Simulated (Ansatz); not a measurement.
C₂H, doublet: vertical spin and charge gaps

Geometry (PBE0/def2-TZVP stationary point for this spin, not checked as a minimum):

```xyz
3

C     0.0000    0.0000    0.0447
C     0.0000    0.0000   -1.1555
H     0.0000    0.0000    1.1107
```

Basis cc-pVTZ; Ansatz 0.2.0. Correlated methods freeze the noble-gas cores. R marks a restricted (for open shells ROHF) determinant, U an unrestricted one. Active spaces: valence = (9e, 9o) chosen from the atoms' valence shells.

Gaps are energies of the second state less the first, at fixed atoms, for a selection of the levels run; each method lands on the state that its own search finds for that charge and spin.

Unrestricted rows (U, and Kohn–Sham where it breaks symmetry) aren't spin-pure: their determinants' ⟨S²⟩ exceeds S(S+1) by up to 0.36, so they mix in states of higher spin. A value is left out where its run failed or describes another state than the reference as far as symmetry and spin tell, or, spin-broken singlets apart, can't be checked.

PBE gives 11.671 eV for removing an electron, to the triplet. Estimate what UCCSDT(Q) gives in cc-pVTZ.

UCCSDT(Q) in cc-pVTZ gives 11.667 eV, so against it PBE is off by 0.004 eV.

| level | gap (eV) | error (meV) | ⟨S²⟩ where 0.1 over S(S+1) (first / second) |
| --- | --- | --- | --- |
| RMP2 | 11.737 | 70 | – / – |
| UCCSD | 11.505 | -162 | 1.11 / 2.14 |
| RCCSD(T) | 11.664 | -3 | – / – |
| BCCD(T) | 11.664 | -3 | – / – |
| UCCSDT | 11.651 | -16 | 1.11 / 2.14 |
| RCCSDT(Q) | 11.668 | 1 | – / – |
| CASSCF (valence space) | 10.680 | -987 | – / – |
| NEVPT2 (valence space) | 11.465 | -202 | – / – |
| NEVPT4(SD) (valence space) | 11.633 | -34 | – / – |
| B3LYP | 11.644 | -23 | – / – |

Full CI isn't at hand for all of this; UCCSDT(Q) serves as the reference, and is uncertain by about the last step of the cluster series. The frozen core follows each run's orbitals, which can shift R against U totals by a few meV.
